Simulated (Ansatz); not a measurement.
This geometry of C3H6S (10 atoms, charge 0, multiplicity 1) is a first-order saddle point.

The calculation used RKS B3LYP-D4/def2-SVP in Ansatz 0.2.0.

```xyz
10
Properties=species:S:1:pos:R:3
C -1.071 0.547 -0.424
C -0.117 -0.521 0.098
C 1.263 -0.181 0.527
S 1.207 -1.169 -1.009
H -1.064 0.598 -1.522
H -2.102 0.336 -0.102
H -0.798 1.545 -0.044
H -0.596 -1.324 0.670
H 1.687 -0.687 1.401
H 1.592 0.857 0.406
```

**Question.** Which two structures does it join? (They come from a converged band through this point; their orientation in space is the band's.)

**Answer.** No bond is made or broken. The dihedral H7–C1–C2–S4 goes from -42 to -162°. The two ends are copies of one structure, up to a mirror image or an exchange of like atoms.

Image 0:

```xyz
10
Properties=species:S:1:pos:R:3
C -1.050 0.533 -0.456
C -0.079 -0.538 -0.021
C 1.190 -0.182 0.657
S 1.424 -0.823 -1.041
H -1.686 0.181 -1.284
H -1.713 0.813 0.382
H -0.515 1.433 -0.797
H -0.547 -1.473 0.308
H 1.560 -0.827 1.461
H 1.417 0.882 0.791
```

Image 8:

```xyz
10
Properties=species:S:1:pos:R:3
C -1.062 0.545 -0.414
C -0.135 -0.505 0.150
C 1.273 -0.178 0.476
S 1.097 -1.283 -0.972
H -0.519 1.225 -1.088
H -1.884 0.085 -0.982
H -1.507 1.141 0.403
H -0.620 -1.234 0.812
H 1.729 -0.630 1.363
H 1.628 0.835 0.252
```

**Question.** How far does it lie above each of them?

**Answer.** 13.7 kJ/mol above the first and 13.7 kJ/mol above the second. This is the barrier of this one path; another mechanism may lie lower.

Time of the run: 2.1 min on 1 CPU thread of a shared host.
